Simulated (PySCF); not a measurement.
C4H3FO.
Geometry (GFN2-xTB, Å), atoms numbered from 1 in this order:
```
atom  x, y, z in Å
O1    -0.9407    2.0365   -0.2119
C2    -0.5315    0.9208   -0.1424
C3    -1.0904   -0.4335    0.0493
C4     0.1223   -0.9998    0.1440
C5     0.8908    0.2736   -0.1264
F6     1.7280    0.6877    0.8757
H7    -2.0960   -0.8086    0.0922
H8     0.4731   -1.9926    0.3549
H9     1.4580    0.3219   -1.0606
```

Computed, not measured: PySCF 2.14.0, density-fitted response routines, TDDFT B3LYP/def2-SVPD, vertical, gas phase, core orbitals frozen in the response.

Kohn–Sham orbitals with the atoms that hold most of them (Löwdin shares over 4%, at most four atoms; ? is withheld):

| orbital | ε (eV) | atoms |
| --- | --- | --- |
| HOMO-3 | -10.77 | F6 41%, O1 19%, C2 13%, C5 10% |
| HOMO-2 | -9.95 | F6 40%, C5 19%, C4 18%, H9 8% |
| HOMO-1 | -8.88 | C4 30%, C3 30%, O1 17%, C2 9% |
| HOMO | ? | ? |
| LUMO | -2.24 | ? |
| LUMO+1 | -0.31 | C3 24%, C2 21%, O1 13%, C5 13% |
| LUMO+2 | 0.55 | C4 28%, C3 23%, H8 18%, H7 14% |

(1) Which atoms hold the LUMO, and with what shares?

(2) Which atoms hold the HOMO, and with what shares?

(3) What is the HOMO energy, and the HOMO–LUMO gap?

Answers

(1) C4 (bonded to 2 C and H) 36%; C3 (bonded to 2 C and H) 18%; O1 (bonded to C) 17%; C2 (bonded to 2 C and O) 16%. By element: carbon 70% or more, oxygen 17%.

(2) O1 (bonded to C) 52%; C5 (bonded to 2 C, F and H) 13%; C2 (bonded to 2 C and O) 13%; C3 (bonded to 2 C and H) 10%. By element: oxygen 52%, carbon 37% or more.

(3) ε(HOMO) = -7.47 eV; the gap is 5.23 eV (0.1921 hartree).

How does S1 compare with the orbital gap of 5.23 eV?

S1 is at 3.75 eV (f = 0.0001), 1.48 eV below the gap, made of HOMO→LUMO (98%). 

One configuration dominates each of S1 and S2. Which, and how do the shares of the two leading atoms of either orbital change from the occupied to the empty one?

- S1 (3.75 eV, f 0.0001), HOMO→LUMO (98%): O1 52% → 17%, C5 13% → at most 13%, C4 at most 11% → 36%, C3 10% → 18%
- S2 (5.72 eV, f 0.0020), HOMO→LUMO+1 (95%): O1 52% → 13%, C5 13% → 13%, C3 10% → 24%, C2 13% → 21%

Löwdin shares depend on the basis, the more so with diffuse functions.
